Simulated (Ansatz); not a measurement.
# Al₂H (doublet): from Hartree-Fock to the top rungs at angle Al2–Al1–H3 = 69.8°, cc-pVDZ

How much of the correlation energy of Al₂H (doublet) does each wave-function method recover here?

Computed with Ansatz 0.2.0, Gaussian basis. Level: cc-pVDZ, core rule «outside noble gas», up to 10 orbitals frozen.

To be run: UHF; CCSD(T) on ROHF; CCSD(T) on UHF; BCCD(T) on ROHF; CISD; CCSDT(Q) on ROHF; CCSDT(Q) on UHF; CASSCF and MRCISD+Q, 3 electrons in 3 orbitals; CASSCF and NEVPT2, 3 electrons in 3 orbitals; CASSCF and MRCISD+Q, 7 electrons in 9 orbitals; CASSCF and NEVPT2, 7 electrons in 9 orbitals.

12 further runs of the same task are left out: 4 for a known fault of the program, 5 that didn't finish, 3 set aside as unsound or not needed.

### Step 1. The geometry

The geometry derives from a PBE0/def2-TZVP stationary point (not a proven minimum). One angle is set to the value named; bond lengths are kept.

3 atoms, charge 0, spin multiplicity 2.

Atoms are counted from 1 here; the program's logs count them from 0.

Bond lengths: Al1–Al2 2.677 Å, Al1–H3 1.619 Å. Angles: Al2–Al1–H3 69.8°.

### Step 2. UHF

in.yaml reads:

```yaml
crystal:
  periodic: [false, false, false]
  atoms:
    - {symbol: Al, position_ang: [-1.101970, 0.000000, 0.734771]}
    - {symbol: Al, position_ang: [1.093526, 0.000000, -0.796828]}
    - {symbol: H, position_ang: [0.226045, 0.000000, 1.661207]}
basis:
  gaussian: {orbitals: cc-pVDZ}
magnetization: {spin_polarized: true, initial_magnetization: 1}
hamiltonian: {xc: hf}
output: {orbitals: {seedname: orbitals}}
```

On the command line:

```sh
$ ansatz run in.yaml --threads 1 --pin off --events-out ev --progress --plain --max-ram 2393MiB
```

The runs that follow: CCSD(T) on ROHF; CCSD(T) on UHF; BCCD(T) on ROHF; CISD; CCSDT(Q) on ROHF; CCSDT(Q) on UHF; CASSCF and MRCISD+Q, 3 electrons in 3 orbitals; CASSCF and NEVPT2, 3 electrons in 3 orbitals; CASSCF and MRCISD+Q, 7 electrons in 9 orbitals; CASSCF and NEVPT2, 7 electrons in 9 orbitals.

Q: Predict the results of all the runs planned. Wanted: UCCSDT(Q) below the RHF energy; RMP2 from UCCSDT(Q); UMP2 from UCCSDT(Q); RCCSD from UCCSDT(Q); RCCSD(T) from UCCSDT(Q); UCCSD(T) from UCCSDT(Q); RCCSDT(Q) from UCCSDT(Q); NEVPT2 pair from UCCSDT(Q); MRCISD+Q pair from UCCSDT(Q).

As calculated:

| quantity | value |
| --- | --- |
| UCCSDT(Q) below the RHF energy | -3.8624 eV |
| RMP2 from UCCSDT(Q) | +1092.6 meV |
| UMP2 from UCCSDT(Q) | +1140.2 meV |
| RCCSD from UCCSDT(Q) | +169.4 meV |
| RCCSD(T) from UCCSDT(Q) | +44.0 meV |
| UCCSD(T) from UCCSDT(Q) | +45.3 meV |
| RCCSDT(Q) from UCCSDT(Q) | +0.6 meV |
| NEVPT2 pair from UCCSDT(Q) | +1085.5 meV |
| MRCISD+Q pair from UCCSDT(Q) | +12.3 meV |
| NEVPT2 valence from UCCSDT(Q) | +629.5 meV |
| levels within 1 kcal/mol (43 meV) | RCCSDT, UCCSDT, RCCSDT(Q), MRCISD+Q pair, MRCISD+Q valence |
| T1 diagnostic | 0.033 |
| effectively unpaired electrons | 1.11 |

What this shows: RCCSD(T) misses by +44.0 meV, 1.1 % of the correlation energy. One determinant dominates. Of the multireference levels listed MRCISD+Q pair comes nearest in total energy (+12.3 meV), which doesn't show that its space is the better one. Coupled cluster took another determinant than the lowest Hartree-Fock one. These misses are within one basis, not against nature; the frozen cores of restricted and unrestricted runs differ, which can shift their rows.
